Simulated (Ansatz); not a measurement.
Al (model structure, started from the beta-Sn type, I4₁/amd, No. 141, 2 atoms in the cell)

Computed with r²SCAN (Ansatz, a first-principles code, plane waves, PAW).

Run with plane-wave cutoff 500 eV, 30×30×30 k mesh, Fermi–Dirac smearing 0.1 eV, scalar-relativistic PAW data made under PBE.

Cell (relaxed at this level):

Space group I4₁/amd, origin choice 1 (No. 141); a = b = 5.2783 Å, c = 2.6995 Å, α = β = γ = 90.00°

```csv
atom,site,symmetry,x,y,z
Al,4a,-4m2,0.0000,0.0000,0.0000
```
(The calculation used a cell of 2 atoms; values per cell refer to that cell.)

```json
{
  "band_gap": "none"
}
```

Note: the relaxation could raise the start's symmetry but not lower it, so the cell can be a saddle point.

A model structure was made by putting elements into a prototype or built by hand; it is no filed structure, need not be a known phase, and can be a saddle point held by its symmetry.
